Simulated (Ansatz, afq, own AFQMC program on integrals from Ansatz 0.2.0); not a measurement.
V, quartet in def2-TZVPP, levels against CCSDT(Q)

A free V atom.

Basis def2-TZVPP. Noble-gas cores (and the filled d shells of Ga–Kr and In–Xe) are frozen. Ansatz 0.2.0 and our own AFQMC program on the same integrals; the CISD trial comes from CCSD amplitudes, and released means the phaseless constraint is let go. Uncertainties: one standard error, sampling alone. The metal's outer-core s and p shells are frozen, which shifts wave-function levels against functionals.

Determinant: UHF, the one that the program's search chose, which needn't be the lowest solution.

No full CI on the walks' own integrals is used here; CCSDT(Q) serves as the reference and is uncertain by about the last step of the cluster series.

Cautions: no relativity below Rb; outer-core shells of the metal frozen; the released energies are still falling, so no released level is given (meV from the phaseless value at times in 1/Eh: -3.1 ± 1.5 at 0.24, -6.7 ± 1.4 at 0.50, -8.9 ± 1.5 at 1.00, -12.6 ± 1.6 at 1.50).

```
T1 diagnostic                               : 0.0235
weight of the determinant in the CISD state : 0.915
⟨S²⟩ of the determinant                     : 3.762
size of the correlated space                : 5 electrons in 55 orbitals
```

Reference: CCSDT(Q), correlation energy -2.064 eV.

```csv
level,E − E(reference) (kJ/mol),share of correlation (%)
HF,199.1,0.00
MP2,47.8,76.00
CCSD,8.6,95.67
CCSD(T),2.2,98.89
CCSDT,0.2,99.90
ph-AFQMC/HF,11.2 ± 1.8,94.36
ph-AFQMC/CISD,1.9 ± 0.2,99.06
```
